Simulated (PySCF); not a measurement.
**Exercise with solution: dipole moment from atomic charges**

LiF, SMILES [Li][F]. Atoms are numbered in the order given.

```xyz
2

Li     0.0000     0.0000    -1.1862
F      0.0000     0.0000     0.3954
```

Geometry optimised at PBE-D3(BJ)/def2-TZVPD.

Charges (e) from ωB97X/def2-TZVPD (PySCF):

```json
[
 {"atom": "Li1", "ESP fit": "0.826", "IAO": "0.936"},
 {"atom": "F2", "ESP fit": "-0.826", "IAO": "-0.936"}
]
```

The dipole moment of the full density is 6.38 D.

Task: What dipole moment does each set of point charges give, and which comes closer to that of the density?

Result: 
μ = Σ q r, and 1 e Å = 4.8032 D.
ESP fit: Σ q r = (0.000, 0.000, -1.306) e Å, |μ| = 6.27 D.
IAO: Σ q r = (0.000, 0.000, -1.480) e Å, |μ| = 7.11 D.
ESP fit comes closer in size. Point charges leave out the atoms' own dipoles (lone pairs, polarised bonds); fits to the potential absorb them, partitions of the density don't.
